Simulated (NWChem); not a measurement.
# Polarisability of silicon monoxide (OSi)

```xyz
2

Si     0.0000     0.0000     0.5539
O      0.0000     0.0000    -0.9694
```
Charge 0, spin multiplicity 1.

Program: NWChem. The geometry was optimised at PBE0/def2-SVP, a minimum by its harmonic frequencies.

Basis set: def2-SVPD. Static limit.

The correlated methods keep 6 core orbitals frozen. B3LYP has NWChem's definition, with VWN1-RPA local correlation. Coupled-cluster values serve here as a point of comparison, not as the truth.

Task: One of these methods gave an isotropic polarisability of 29.39 bohr³. Which?
A. CCSD linear response
B. B3LYP
C. PBE
D. HF

Result: B, B3LYP. The others give 30.27 (PBE), 27.65 (HF), 29.73 (CCSD linear response).
